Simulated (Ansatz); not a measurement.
B(NH2Me)H3 (CH₈BN). Charge 0, multiplicity 3. Geometry PBE-D4/def2-TZVP, that of the neutral singlet; atoms count from 1.

```xyz
11

B    -0.736    1.080   -0.375
N     0.584    0.182   -0.016
C     0.282   -1.213    0.385
H     1.101    0.652    0.734
H     1.204    0.178   -0.832
H     1.195   -1.780    0.615
H    -0.374   -1.179    1.263
H    -0.264   -1.692   -0.435
H    -1.408    1.089    0.643
H    -1.278    0.502   -1.303
H    -0.308    2.180   -0.678
```

At PBE0-D4/def2-TZVP a singlet of charge 0 lies 7.05 eV below the triplet at the same geometry.

Problem. Estimate the Mulliken populations from the PBE0/def2-TZVP orbitals of Ansatz.

Solution. 
```json
{"atom": "B1", "charge (e)": "-0.89", "spin (α − β)": "1.05"}
{"atom": "N2", "charge (e)": "0.27", "spin (α − β)": "-0.42"}
{"atom": "C3", "charge (e)": "-0.10", "spin (α − β)": "-0.18"}
{"atom": "H4", "charge (e)": "-0.03", "spin (α − β)": "0.37"}
{"atom": "H5", "charge (e)": "-0.04", "spin (α − β)": "0.37"}
{"atom": "H6", "charge (e)": "0.11", "spin (α − β)": "0.06"}
{"atom": "H7", "charge (e)": "0.09", "spin (α − β)": "0.07"}
{"atom": "H8", "charge (e)": "0.06", "spin (α − β)": "0.09"}
{"atom": "H9", "charge (e)": "0.11", "spin (α − β)": "0.09"}
{"atom": "H10", "charge (e)": "0.25", "spin (α − β)": "0.39"}
{"atom": "H11", "charge (e)": "0.17", "spin (α − β)": "0.10"}
```
Mulliken values and Mayer orders depend strongly on the basis.

Problem. Where does the spin sit?

Solution. Summed by element: B 1.05, N -0.42, C -0.18, H 1.54, of 2 unpaired in all. Largest on single atoms: B1 1.05, N2 -0.42, H10 0.39.

Problem. And the Mayer bond orders between bonded heavy atoms (over 0.3)?

Solution. N2–C3 1.12 (1.48 Å).
